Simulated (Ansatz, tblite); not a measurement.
**The cluster Al2P2: one state, many levels**

Aim: run the singlet of the cluster Al2P2 at one geometry on many levels, and compare frontier levels, spin and run time.

Program: Ansatz 0.2.0, Gaussian basis. Level of theory: as each input shows. These are calculated values, not measurements.

Levels to be run: GFN1-xTB, GFN2-xTB, PBE-D4/def2-TZVP, r2SCAN-D4/def2-TZVP, BHLYP-D4/def2-TZVP, r2SCAN0-D4/def2-TZVP, r2SCANh-D4/def2-TZVP, ωB97X-V/def2-TZVP, B3LYP-D4/def2-TZVP, LC-ωPBE(0.10)/def2-TZVP, LC-ωPBE(0.15)/def2-TZVP, LC-ωPBE(0.20)/def2-TZVP, LC-ωPBE(0.30)/def2-TZVP, PBE-D4/def2-SVP, PBE0-D4/def2-SVP, PBE0-D4/def2-TZVPD, PBE-D4/def2-TZVPD, r2SCAN-D4/def2-TZVPD, CCSD(T)/def2-TZVPP, MP2/def2-TZVP, RPA/def2-TZVP, CCSD(T)/def2-TZVPD.

## (1) The relaxed structure

The geometry is that of the singlet, from an earlier relaxation (PBE-D4/def2-TZVP). At that level it is the lowest of the isomers that a small search found.

4 atoms, charge 0, spin multiplicity 1.

Bond lengths: Al1–P3 2.521 Å, Al1–P4 2.521 Å, Al2–P3 2.521 Å, Al2–P4 2.521 Å, P3–P4 2.074 Å. Angles: P3–Al1–P4 48.6°, P3–Al2–P4 48.6°, Al1–P3–Al2 131.4°, Al1–P3–P4 65.7°, Al2–P3–P4 65.7°, Al1–P4–Al2 131.4°, Al1–P4–P3 65.7°, Al2–P4–P3 65.7°.

PBE0-D4/def2-TZVP was run before; its log isn't repeated, and its numbers join the tables.

## (2) GFN1-xTB

Tight binding, by tblite at 300 K electronic temperature and without a spin-polarisation term:

```python
tblite.interface.Calculator('GFN1-xTB', numbers, positions, charge=0, uhf=0).singlepoint()
```

Energy -212.7895 eV, HOMO -8.82 eV, LUMO -7.80 eV; 0.003 s.

## (3) GFN2-xTB

Tight binding, by tblite at 300 K electronic temperature and without a spin-polarisation term:

```python
tblite.interface.Calculator('GFN2-xTB', numbers, positions, charge=0, uhf=0).singlepoint()
```

Energy -191.9392 eV, HOMO -8.56 eV, LUMO -8.40 eV; 0.005 s.

## (4) PBE-D4/def2-TZVP

start.molden holds the orbitals of an earlier run on this state, given as this run's starting guess.

The input, in.yaml:

```yaml
crystal:
  periodic: [false, false, false]
  atoms:
    - {symbol: Al, position_ang: [0.231097, 1.858568, -1.330952]}
    - {symbol: Al, position_ang: [-0.231349, -1.858193, 1.331385]}
    - {symbol: P, position_ang: [-0.526316, -0.476159, -0.756161]}
    - {symbol: P, position_ang: [0.526567, 0.475783, 0.755729]}
basis:
  gaussian: {orbitals: def2-TZVP, initial_orbitals: start.molden}
hamiltonian: {xc: pbe, dispersion: d4}
scf: {omitted_lower_state_checks: [starts]}
output: {orbitals: {seedname: orbitals}}
```

Started as:

```sh
$ ansatz run in.yaml --threads 4 --pin off --events-out ev --progress --plain --max-ram 3916MiB
```

Further steps of the session: r2SCAN-D4/def2-TZVP; BHLYP-D4/def2-TZVP; r2SCAN0-D4/def2-TZVP; r2SCANh-D4/def2-TZVP; ωB97X-V/def2-TZVP; B3LYP-D4/def2-TZVP; LC-ωPBE(0.10)/def2-TZVP; LC-ωPBE(0.15)/def2-TZVP; LC-ωPBE(0.20)/def2-TZVP; LC-ωPBE(0.30)/def2-TZVP; PBE-D4/def2-SVP; PBE0-D4/def2-SVP; PBE0-D4/def2-TZVPD; PBE-D4/def2-TZVPD; r2SCAN-D4/def2-TZVPD; CCSD(T)/def2-TZVPP; MP2/def2-TZVP; RPA/def2-TZVP; CCSD(T)/def2-TZVPD.

**Question.** What will the summary of the whole plan be? Wanted: gap in def2-TZVP, named functionals, smallest and largest; gap over the ω; correlation energy, CCSD(T)/def2-TZVPP; correlation energy, MP2/def2-TZVP; correlation energy, CCSD(T)/def2-TZVPD; binding an atom, CCSD(T)/def2-TZVPP; PBE0 total energy, smallest basis above largest.

**Answer**, as computed:

| quantity | value |
| --- | --- |
| gap in def2-TZVP, named functionals, smallest and largest | 0.90 eV (PBE-D4), 6.42 eV (ωB97X-V) |
| gap over the ω (1/bohr) | 3.66 eV at 0.1, 6.25 eV at 0.3 |
| correlation energy, CCSD(T)/def2-TZVPP | -12.96 eV |
| correlation energy, MP2/def2-TZVP | -11.16 eV |
| correlation energy, CCSD(T)/def2-TZVPD | -12.88 eV |
| binding an atom, CCSD(T)/def2-TZVPP | 2.255 eV |
| PBE0 total energy, smallest basis above largest | 11.00 eV (def2-SVP, def2-TZVPD) |

What this shows: Over the named functionals in def2-TZVP the gap runs from 0.90 eV (PBE-D4) to 6.42 eV (ωB97X-V); exact exchange widens it. Raising the ω (1/bohr) from 0.1 to 0.3 moves the HOMO by -1.31 eV and the LUMO by +1.29 eV. The functionals in def2-TZVP miss CCSD(T)/def2-TZVPP by -0.001 (BHLYP-D4) to +0.337 eV (PBE-D4) an atom. The reference is CCSD(T) in one finite basis, so it carries an error of its own, often a tenth of an eV or more, and near misses can't be ranked.
